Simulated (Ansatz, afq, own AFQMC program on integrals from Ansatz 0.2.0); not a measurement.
Two steps: Ansatz 0.2.0 writes the Fock matrix and Cholesky factors of the valence space, and afq projects on them the lowest state that overlaps trial and start.

```yaml
crystal:
  periodic: [false, false, false]
  atoms:
    - {symbol: Ge, position_ang: [0.000000, -0.020787, 0.000000]}
    - {symbol: H, position_ang: [0.000000, 0.749032, -1.334401]}
    - {symbol: H, position_ang: [0.000000, 0.749032, 1.334401]}
basis:
  gaussian: {orbitals: aug-cc-pVDZ}
total_charge: 1
magnetization: {spin_polarized: true, initial_magnetization: 1}
correlation: {method: ccsd_t, electrons: outside_noble_gas, hamiltonian_folder: ham}
```

```sh
$ ansatz run in.yaml --threads 1 --pin off --events-out ev --progress --plain --max-ram 16896MiB --backend cuda --devices 0, --max-vram 18GiB
```

Options of the walk:

```
--method free --trial cisd --walkers 4000 --time-step 0.03 --max-blocks 4000 --target-error 0.00028 --factor-cut 1e-05 --seed 2545 --times 0,0.3,0.6,1.2,1.8,2.4,3.6,4.8,6 --taylor-order 8
```

Times are imaginary, in 1/Eh. The walk had a cap of 61 s. Filled inner d shells are frozen with the cores.

Log:

```
orbitals 40  electrons 3 2  factors 316 of 576
reference energy -2076.15403901 Eh
CCSD correlation -0.08139082 Eh in 11 cycles, weight of the determinant in the CISD state 0.9439
repeat  energy at the last time / Eh  error
    10  -2076.237384  0.000049
    20  -2076.237365  0.000028
    30  -2076.237361  0.000021
time / (1/Eh)  energy / Eh  error  mean overlap
  0.00  -2076.235427  0.000003  1.0594
  0.30  -2076.236314  0.000006  1.0590
  0.60  -2076.236749  0.000006  1.0588
  1.20  -2076.237107  0.000009  1.0613
  1.80  -2076.237256  0.000009  1.0605
  2.40  -2076.237314  0.000010  1.0616
  3.60  -2076.237380  0.000014  1.0596
  4.80  -2076.237389  0.000017  1.0605
  6.00  -2076.237360  0.000020  1.0675
energy -2076.237360 +/- 0.000020 Eh
```

The run passed its tests (error under three times the target), which doesn't prove that it has relaxed.

Against this walk (error 0.5 meV) on the same determinant: CCSD(T) 14.1 meV higher, CCSDT(Q) 0.5 meV lower (within the noise), CCSDTQ 0.6 meV lower (within the noise), full CI 0.6 meV lower (within the noise). The error is statistical, and a free projection of finite length keeps a remainder of its start. The last points scatter (meV from the last: 2.8 ± 0.3 at 1.80, 1.2 ± 0.3 at 2.40, -0.5 ± 0.4 at 3.60, -0.8 ± 0.5 at 4.80, 0.0 ± 0.5 at 6.00); the last is the one printed as the energy, and the gaps above move with that scatter.

Cautions: remainder of the start not in the error; no relativity below Rb; no spin-orbit coupling; inner d shell frozen.

The walk took 35 s on 1 × NVIDIA H100 80GB HBM3 with 2 threads of AMD EPYC 7R13 Processor (Zen 3) (shared host) (the card was shared). The log's last line is the free-projection energy.

CCSDT and higher add their correlation energy to the determinant of the CCSD(T) run, since their own runs factorise the integrals more tightly (a shift of under 2 meV). A walk keeps the symmetry of its determinant, which the program's search chose and which needn't be the lowest solution, so a lower state of the same spin and another symmetry isn't excluded.
